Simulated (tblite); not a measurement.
# C3H12F2O3: the cost of one run

Programs: tblite 0.8.0 and PySCF 2.14.0. All values are calculated, for the isolated system unless a continuum is named. Atoms count from 0, parts from 1.

## 1. Starting point

20 atoms, charge 0, multiplicity 1; geometry: rigid parts in contact. Parts: 1 = atoms 0–1, `FF`, charge 0; 2 = atoms 2–7, `CO`, charge 0; 3 = atoms 8–13, `CO`, charge 0; 4 = atoms 14–19, `CO`, charge 0.

## 2. Search for minima with GFN2-xTB

The job: settings as JSON, then the geometry in Å.

```
{"job": {"kind": "dock", "xc": "GFN2-xTB", "basis": "xTB"}, "charge": 0, "multiplicity": 1, "parts": [{"atoms": "0-1", "charge": 0, "multiplicity": 1}, {"atoms": "2-7", "charge": 0, "multiplicity": 1}, {"atoms": "8-13", "charge": 0, "multiplicity": 1}, {"atoms": "14-19", "charge": 0, "multiplicity": 1}]}
F      0.669006     0.049763    -0.036290
F     -0.670670    -0.240022     0.212396
C     -0.672235     2.232381    -3.018564
O     -1.049681     1.930037    -1.702792
H     -1.049310     3.204457    -3.343334
H     -1.008162     1.470062    -3.728002
H      0.413646     2.260896    -3.018599
H     -2.009740     1.966679    -1.624905
C     -3.495577    -0.148856    -3.258639
O     -4.087039     1.074918    -3.628225
H     -2.928455    -0.570758    -4.090642
H     -4.244554    -0.879149    -2.928784
H     -2.814358     0.054636    -2.430151
H     -4.476442     0.986788    -4.508401
C     -2.517316     0.617627    -7.462904
O     -3.204453     1.151514    -6.359183
H     -1.741016    -0.091320    -7.158554
H     -2.058769     1.392587    -8.082995
H     -3.260632     0.090089    -8.055554
H     -2.598371     1.660798    -5.808174
```

Level: GFN2-xTB search for minima from random contacts, gas phase.

Started as:

```console
$ OMP_NUM_THREADS=1 python cluster_run.py task.json out
```

The driver reads the jobs from task.json and runs them one after another.

Q: Estimate the wall time of this first job on 1 thread of Arm Neoverse V1, shared host.

About 43 s.
